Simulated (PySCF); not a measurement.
## Atomic charges by several schemes

Compound: glyoxal, C₂H₂O₂.
SMILES with atom numbers: `[O:1]=[CH:2][CH:3]=[O:4]` (hydrogens: H5 on C2; H6 on C3)

Cartesian coordinates in Å at the GFN2-xTB level; atoms count from 1:
```
atom  x, y, z in Å
O1     1.3933   -0.3163    0.9752
C2     0.7568   -0.0568   -0.0048
C3    -0.7559    0.0575   -0.0033
O4    -1.3944    0.3193   -0.9813
H5     1.2150    0.1216   -0.9935
H6    -1.2117   -0.1234    0.9862
```

Density: PBE0/pcSseg-1 (PySCF); schemes: Mulliken, IAO, Hirshfeld and ESP-fitted. Geometry: GFN2-xTB, one conformer, isolated molecule.

Problem. Do the Mulliken, IAO, Hirshfeld and ESP-fitted schemes agree on where the charge is lowest?

Solution. All schemes pick atoms of one kind: Mulliken O1 and O4 (-0.307); IAO O1 (-0.335); Hirshfeld O1 and O4 (-0.186); ESP-fitted O1 (-0.409).

Problem. For which atoms does the sign change between the 4 schemes (beyond +0.03 e in one, beyond −0.03 e in another)?

Solution. For none.

Problem. Give the atomic charges in each scheme.

Solution. In e:

```
atom      environment  Mulliken     IAO  Hirshfeld  ESP-fitted
  O1  aldehyde oxygen    -0.307  -0.335     -0.186      -0.409
  C2  aldehyde carbon    +0.205  +0.215     +0.134      +0.400
  C3  aldehyde carbon    +0.205  +0.215     +0.134      +0.397
  O4  aldehyde oxygen    -0.307  -0.334     -0.186      -0.408
  H5  formyl hydrogen    +0.102  +0.119     +0.052      +0.009
  H6  formyl hydrogen    +0.102  +0.119     +0.052      +0.010
```

Mean size of the charges over all atoms: ESP-fitted 0.272 e, IAO 0.223 e, Mulliken 0.205 e, Hirshfeld 0.124 e. Each set sums to the total charge, 0, to within 0.001 e. The ESP scheme fits charges at the nuclei, held to the total charge, to the electrostatic potential on points at 1.4 to 2.0 times the van der Waals radii. The Mulliken scheme counts on each atom the diagonal of the density matrix times the overlap matrix over that atom's basis functions.

Problem. Sum the charges by element.

Solution. 
| element | atoms | Mulliken | IAO | Hirshfeld | ESP-fitted |
| --- | --- | --- | --- | --- | --- |
| O | 2 | -0.614 | -0.669 | -0.372 | -0.817 |
| C | 2 | +0.411 | +0.431 | +0.268 | +0.797 |
| H | 2 | +0.203 | +0.238 | +0.104 | +0.020 |

Problem. How many electrons does the ESP-fitted scheme count on C3?

Solution. Z − q = 6 − (+0.397) = 5.603.
